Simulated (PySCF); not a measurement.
# MgCl at PBE0

Computed with PBE0; basis Mg def2-TZVP, Cl def2-TZVP; no relativity; PySCF 2.14.

```json
{
  "state": "quartet, unpaired electrons σ ↑, π ↑↑, a mixture of terms (⟨Lz²⟩ = 2.0), a second solution, started from another occupation",
  "bond length": "2.903 Å",
  "harmonic wavenumber": "118 cm⁻¹",
  "force constant": "0.118 mdyn/Å",
  "rotational constant Be": "0.1406 cm⁻¹",
  "anharmonicity ωexe": "2.95 cm⁻¹",
  "vibration–rotation constant αe": "0.00362 cm⁻¹",
  "energy of the minimum from ground-state Mg + Cl": "2.39 eV",
  "bond order (Mayer)": "0.15",
  "dipole moment (positive dipole means Mg(−)Cl(+))": "1.52 D"
}
```

Counting both spins, an empty level lies below a filled one in this solution, because spin and occupation are held.
